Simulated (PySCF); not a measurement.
# NO(OH): adding exact exchange

Base calculation in PySCF with density fitting and no spin–orbit coupling, PBE/def2-TZVP (no relativity): singlet, Cs, N–O 1.171 Å, N–O 1.470 Å, O–H 0.980 Å; H–O–N 101.1°, O–N–O 110.9°; wavenumbers 547, 588, 773, 1223, 1730, 3628 cm⁻¹; dipole moment 1.87 D, gap between the highest occupied and lowest empty levels 3.05 eV, polar-tensor charge of N 0.78 e, atomisation energy (no zero-point energy) 1443 kJ/mol.

Problem. What changes on going to PBE0/def2-TZVP (no relativity)?

Solution. The point group stays the same. Changes: mean bond to N -0.041 Å, highest wavenumber +173 cm⁻¹, lowest wavenumber +59 cm⁻¹, dipole moment +0.33 D, gap between the highest occupied and lowest empty levels +2.98 eV, polar-tensor charge of N +0.04 e, atomisation energy (no zero-point energy) -143 kJ/mol. The new structure has N–O 1.162 Å, N–O 1.397 Å, O–H 0.967 Å; H–O–N 102.9°, O–N–O 111.2°, with wavenumbers 606, 673, 886, 1325, 1821, 3801 cm⁻¹. Exact exchange shortens and stiffens the bonds and opens the gap, the usual pattern.

The structures come from searches over a few start shapes, so lower isomers are not excluded.
